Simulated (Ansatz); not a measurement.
Ansatz (a program for electronic structure) input file for O3, SMILES [O+](=O)[O-], PBE/def2-TZVPD. The structure is a stationary point at PBE0-D3(BJ)/def2-TZVP. The molecule may have multireference character, which single-reference levels describe poorly.

Ansatz 0.2 input:
```yaml
crystal:
  periodic: [false, false, false]
  atoms:
    - {symbol: O, position_ang: [0.00000000, 1.06339463, 0.21133481]}
    - {symbol: O, position_ang: [0.00000000, 0.00000000, -0.42266962]}
    - {symbol: O, position_ang: [0.00000000, -1.06339463, 0.21133481]}
basis:
  gaussian:
    orbitals: def2-TZVPD
hamiltonian:
  xc: {name: PBE}
```

It prints:

```
WARN ansatz: RAYON_NUM_THREADS=1 ignored (pool sized by the plan → 1); use --threads N
Functional definition: PBE
integrals: 0.03 GiB planned
552 factors; their error is unknown
mean field: 0.27 GiB planned
mean field evaluation 1: about -6127.6584 eV, gradient 5.1e1 eV
mean field evaluation 2: about -6111.6036 eV, gradient 1.1e2 eV
mean field evaluation 4: about -6131.3552 eV, gradient 4.0e0 eV
mean field evaluation 8: about -6131.3753 eV, gradient 1.8e-2 eV
mean field -6131.37534168 eV, -225.3238878111 hartree, gradient 5.3e-5 eV, S^2 0.000000; 0 other end points of the search recorded, 0 dependent functions left out
reference -6131.37539359 eV, -225.3238897190 hartree; 12, 12 occupied and 108, 108 virtual orbitals, 552 factors
Total energy: -6131.37539359 eV, -225.3238897190 hartree
```

Self-consistency was reached.

Cost: very roughly 0.6 core-seconds.
